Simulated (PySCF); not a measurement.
A GIAO shielding run with PySCF 2.14.0 with density-fitted response routines (density fitting, non-relativistic, gas phase) on B(CO)H3 ([H]B([H])([H])<-[C-]#[O+], CH$_{3}$BO):

```
{"job": {"kind": "nmr", "xc": "KT2", "basis": "pcSseg-1", "pop": false}, "charge": 0, "multiplicity": 1}
B     -0.009948     0.000986    -0.541807
C      0.013201     0.004712     0.976978
O      0.034655     0.001800     2.108587
H      1.168401     0.002927    -0.861017
H     -0.608899     1.018268    -0.849640
H     -0.597411    -1.028684    -0.833101
```

Hardware: 1 thread of an x86-64 server CPU, shared host.

Question: How large is the calculation?

Answer: 22 electrons, 66 basis functions and 338 auxiliary functions.

Question: How long does it take?

Answer: 1.8 s of wall time, with 15 SCF cycles. Times on a shared host scatter by some tens of per cent.

Question: And these other runs on the same molecule and hardware: GIAO shielding at PBE0/pcSseg-1; spin–spin coupling at B3LYP/pcJ-1?

Answer: PBE0/pcSseg-1: 66 functions, 2 s; B3LYP/pcJ-1: 111 functions, 3 s.
